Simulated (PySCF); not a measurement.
Molecule: SMILES OCC(Cl)(Cl)Cl, C₂H₃Cl₃O.

Atoms are numbered as in `[OH:1][CH2:2][C:3]([Cl:4])([Cl:5])[Cl:6]`. Hydrogens are named by the atom that carries them.

Geometry PBE0-D3(BJ)/def2-SVP throughout; GIAO in PySCF 2.14, gas phase, one conformer, non-relativistic; equivalent atoms averaged; functional PBE0.

For orientation, IGLO-III gives these shifts δ (against H2O, TMS, HCl at the same level): O1 43.2, C3 126.0, C2 81.3, Cl4/Cl5/Cl6 421.5, H(C2) 3.96, H(O1) 1.78 ppm.

A run gave: O1 33.9, C3 117.8, C2 74.8, Cl4/Cl5/Cl6 388.4, H(C2) 4.03, H(O1) 1.26 ppm (shifts δ (against H2O, TMS, HCl at the same level)).

**Question.** Which basis set was used in that run?
A. pcSseg-2
B. def2-SVP
C. cc-pVDZ
D. 6-31G
E. aug-cc-pVDZ

**Answer.** D. C3 tells them apart best: 6-31G gives 117.8, aug-cc-pVDZ gives 122.3, cc-pVDZ gives 127.4, pcSseg-2 gives 127.8, def2-SVP gives 124.4 ppm.
